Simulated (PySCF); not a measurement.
Excitation energies in several basis sets

Compound: CH₃NO.
Atom-mapped SMILES: `[CH3:1][N:2]=[O:3]` (hydrogens: H4, H5, H6 on C1)

TDDFT with PBE0 (PySCF), vertical singlets, core orbitals frozen in the response, spherical d and f functions. Isolated species at its PBE0-D3(BJ)/def2-SVP geometry, gas phase.

| basis | functions | diffuse | S1 (eV) | S2 (eV) | S3 (eV) | S4 (eV) | S5 (eV) | LUMO (eV) | α (au) |
| --- | --- | --- | --- | --- | --- | --- | --- | --- | --- |
| 6-31G* | 48 | no | 1.80 | 6.76 | 8.12 | 8.44 | 9.09 | -1.85 | 20.9 |
| def2-SVP | 57 | no | 1.76 | 6.71 | 7.32 | 8.36 | 8.53 | -1.99 | 21.2 |
| 6-31+G* | 60 | yes | 1.82 | 6.13 | 6.66 | 6.77 | 7.14 | -2.30 | 25.3 |
| def2-SVPD | 87 | yes | 1.79 | 6.46 | 6.63 | 7.74 | 8.11 | -2.33 | 27.0 |
| aug-cc-pVDZ | 96 | yes | 1.82 | 5.72 | 6.50 | 6.53 | 6.64 | -2.28 | 28.0 |
| def2-TZVP | 111 | no | 1.82 | 6.66 | 7.00 | 7.89 | 8.30 | -2.18 | 25.0 |
| def2-TZVPD | 141 | yes | 1.82 | 6.06 | 6.63 | 7.07 | 7.39 | -2.27 | 27.9 |
| aug-cc-pVTZ | 207 | yes | 1.83 | 5.71 | 6.44 | 6.48 | 6.56 | -2.28 | 28.2 |

Question: Compare the sets with the largest diffuse one.

Answer: States are compared by their number. Against the largest diffuse basis here (aug-cc-pVTZ, itself not a converged limit), sets without diffuse functions differ by up to 0.07 eV in S1 and 2.52 eV in S5; the smaller diffuse sets differ by up to 0.04 and 1.55 eV. State by state, the largest deviation of a set without diffuse functions is S1 0.07, S2 1.05, S3 1.69, S4 1.96, S5 2.52 eV. The same number needn't mean the same state in each row. Against aug-cc-pVTZ the polarisability deviates by -26% in 6-31G*, -25% in def2-SVP, -10% in 6-31+G*, -4% in def2-SVPD, -1% in aug-cc-pVDZ, -11% in def2-TZVP, -1% in def2-TZVPD. A single + in a Pople set puts diffuse functions on heavy atoms only.
